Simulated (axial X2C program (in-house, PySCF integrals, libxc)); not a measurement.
MgCl⁻: cheaper levels and CCSD(T), with spin–orbit coupling

All values were computed with an axial X2C code built on PySCF integrals. Two-component (2c) means X2C with spin–orbit coupling and atomic mean-field two-electron Coulomb and Gaunt terms. Basis: Cl dyall-av3z [9s8p3d2f], Mg dyall-av3z [10s9p6d4f] (cores contracted in-house); Gaussian nuclei, density fitting, unrestricted open shells. Masses: Cl 34.969 u, Mg 23.985 u.

State: Ω = 0 (closed shell); fragments Cl- + Mg.

```
level  Re (Å)  ωe (cm⁻¹)  De (eV)
 PBE0   2.378      300.5     1.29
   HF   2.382      303.1     1.15
  MP2   2.377      308.9     1.30
 CCSD   2.382      306.6     1.31
  LDA   2.352      309.1     1.44
```

Correlated methods: 10 electrons correlated (number of frozen shells: Cl 2 s, 1 p; Mg 2 s, 1 p), 272 virtual spin orbitals or spinors in MP2, 90 natural virtuals in coupled cluster.

CCSD(T), same Hamiltonian and basis:

Re = 2.381 Å, ωe = 307.6 cm⁻¹, De = 1.33 eV; T1 = 0.014 (Lee–Taylor normalisation).

Q: Give the differences from CCSD(T) in the columns below.

A: 

| level | ΔRe (Å) | Δωe (cm⁻¹) | ΔDe (eV) |
| --- | --- | --- | --- |
| PBE0 | -0.003 | -7 | -0.04 |
| HF | 0.001 | -4 | -0.18 |
| MP2 | -0.004 | 1 | -0.03 |
| CCSD | 0.001 | -1 | -0.02 |
| LDA | -0.029 | 2 | 0.11 |

The state is one determinant whose occupation by symmetry is held fixed; it was picked as the lowest of a PBE0 search that is not exhaustive. Dissociation energies refer to the lowest single-determinant-based atoms at the same level and basis. CCSD and (T) use frozen natural virtuals with an MP2 correction for the truncation; (T) itself is uncorrected, so its De runs slightly low. The highest occupied level of some functionals is positive through self-interaction error; at Hartree–Fock it is bound. Hartree–Fock gets electron affinities wrong, so its lowest charge split need not be the true one.
